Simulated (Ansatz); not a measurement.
# C₄H₅N: basis-set convergence

Aim: see how fast density functionals converge with the basis set for C₄H₅N.

Method: one geometry, several basis sets; program: Ansatz 0.2.0, Gaussian basis.

Plan: PBE0-D4/def2-SVP; ωB97M-V/def2-SVP; PBE0-D4/def2-QZVPP; ωB97M-V/def2-QZVPP; the functionals' def2-TZVPP values are taken from earlier runs.

## (1) Structure used throughout

The geometry comes from an earlier relaxation with PBE0-D4 in a triple-zeta def2 set; it is a stationary point, not always the lowest conformer.

SMILES `C=NC#CC`, 10 atoms, charge 0, spin multiplicity 1.

Atoms are counted from 1 here; the program's logs count them from 0.

Bond lengths: C1–N2 1.270 Å, C1–H6 1.093 Å, C1–H7 1.087 Å, N2–C3 1.333 Å, C3–C4 1.207 Å, C4–C5 1.449 Å, C5–H8 1.093 Å, C5–H9 1.094 Å, C5–H10 1.094 Å. Angles: N2–C1–H6 123.3°, N2–C1–H7 118.3°, H6–C1–H7 118.4°, C1–N2–C3 121.5°, N2–C3–C4 174.1°, C3–C4–C5 179.8°, C4–C5–H8 112.0°, C4–C5–H9 110.7°, C4–C5–H10 110.6°, H8–C5–H9 108.1°, H8–C5–H10 108.0°, H9–C5–H10 107.3°.

## (2) PBE0-D4 in def2-SVP

The input, in.yaml:

```yaml
crystal:
  periodic: [false, false, false]
  atoms:
    - {symbol: C, position_ang: [-1.470463, 0.439653, -2.117052]}
    - {symbol: N, position_ang: [-0.902276, -0.530370, -1.526890]}
    - {symbol: C, position_ang: [-0.198610, -0.350654, -0.409643]}
    - {symbol: C, position_ang: [0.459948, -0.309787, 0.600479]}
    - {symbol: C, position_ang: [1.250203, -0.255285, 1.813313]}
    - {symbol: H, position_ang: [-1.423750, 1.471169, -1.757660]}
    - {symbol: H, position_ang: [-2.031289, 0.233208, -3.025185]}
    - {symbol: H, position_ang: [1.313088, 0.759137, 2.214888]}
    - {symbol: H, position_ang: [0.818362, -0.899111, 2.584574]}
    - {symbol: H, position_ang: [2.267886, -0.609159, 1.626277]}
basis:
  gaussian: {orbitals: def2-SVP}
hamiltonian: {xc: pbe0, dispersion: d4}
output: {orbitals: {seedname: orbitals}}
```

Run with:

```sh
> ansatz run in.yaml --threads 2 --pin off --events-out ev --progress --plain --max-ram 4352MiB
```

Further steps of the session: ωB97M-V in def2-SVP; PBE0-D4 in def2-QZVPP; ωB97M-V in def2-QZVPP.

**Question.** What will the summary of the whole plan be? Wanted: PBE0-D4: double and triple zeta above quadruple; ωB97M-V: double and triple zeta above quadruple.

**Answer**, as computed:

```
                                       quantity          value
PBE0-D4: double and triple zeta above quadruple  6.60, 0.31 eV
ωB97M-V: double and triple zeta above quadruple  6.87, 0.29 eV
```

For PBE0-D4 the step from double to triple zeta gains 6.29 eV and the next only 0.31 eV. These are total energies; as a rule much of such shifts cancels in differences, which this series doesn't test.
